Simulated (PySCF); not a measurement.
Energy profile

The step: CH₄BF ([CH3][BH][F]) → CH₃B ([BH][CH2]) + HF; bonds formed: F2–H4; bonds broken: B1–F2, C3–H4 (atoms numbered as in the saddle structure below).

```xyz
7
angstrom
B -0.7398 0.1568 -0.0675
F -0.2504 -0.5402 -1.5341
C 0.5107 0.2766 0.5925
H 0.3702 -0.7985 -0.7403
H -1.9172 0.1083 -0.0182
H 0.5659 0.3373 1.6739
H 1.4606 0.4597 0.0935
```

Electronic energies by CCSD(T) at an estimated basis limit (MP2 extrapolated from triple and quadruple zeta, plus CCSD(T) − MP2 in triple zeta), on PBE0-D4/def2-TZVP structures; CH$_{4}$BF, closed shell; no counterpoise correction. Program: PySCF 2.14 with density fitting (its default auxiliary sets; JK sets also for MP2 and CCSD(T)). Basis: def2-TZVPP and def2-QZVPP. Cores are frozen in the correlated methods. Extrapolation: Hartree–Fock as exp(−7.88 √X), correlation as X^−2.97.

(1) Give the profile in kJ/mol, counted from the start structure. (To be estimated.)

T1 diagnostic: at most 0.015.

Answers

(1) Computed:
| point | kJ/mol |
| --- | --- |
| start structure | 0.0 |
| saddle | 358.0 |
| end structure | 317.0 |
| separated: CH$_{3}$B (linked as [BH][CH2]; B1, C3, H5, H6, H7; singlet) + HF (F2, H4; singlet) | 344.4 |

For scale, one of the runs: CCSD(T)/def2-TZVPP, 149 basis functions, launched by `OMP_NUM_THREADS=4 python run.py`. Hardware: 4 CPU threads of an AMD EPYC 9B45, shared host. Wall time 31 s; peak host memory 0.97 GiB.
